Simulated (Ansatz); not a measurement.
Start from `C=C(F)/C=C/F` and change one atom or group to get `C=CC(=C)F`.

Ansatz, PBE0-D4/def2-TZVP geometries, multiplicity 1. Each molecule was computed in one conformer, which needn't be the lowest.

```
                                                                                  property  `C=C(F)/C=C/F`
                                                   HOMO–LUMO gap (ωB97M-V/def2-TZVPP) / eV           10.15
                                                     HOMO energy (ωB97M-V/def2-TZVPP) / eV           -9.07
                                                       LUMO energy (B3LYP/def2-TZVPP) / eV           -1.24
ideal-gas entropy at 298 K and 1 bar (rigid rotor, harmonic PBE0-D4/def2-TZVP) / J/(mol·K)             321
                                                         LUMO energy (PBE/def2-TZVPP) / eV           -1.91
                                                         HOMO energy (PBE/def2-TZVPP) / eV           -5.87
```

Task: What does the change do to each property? (Estimate.)

Result: Computed: 
| property | `C=CC(=C)F` | shift |
| --- | --- | --- |
| HOMO–LUMO gap (ωB97M-V/def2-TZVPP) / eV | 10.11 | -0.04 |
| HOMO energy (ωB97M-V/def2-TZVPP) / eV | -9.12 | -0.05 |
| LUMO energy (B3LYP/def2-TZVPP) / eV | -1.30 | -0.06 |
| ideal-gas entropy at 298 K and 1 bar (rigid rotor, harmonic PBE0-D4/def2-TZVP) / J/(mol·K) | 300 | -21 |
| LUMO energy (PBE/def2-TZVPP) / eV | -2.01 | -0.10 |
| HOMO energy (PBE/def2-TZVPP) / eV | -5.97 | -0.10 |

B3LYP here is the variant with VWN-RPA as its local correlation; programs differ in this.
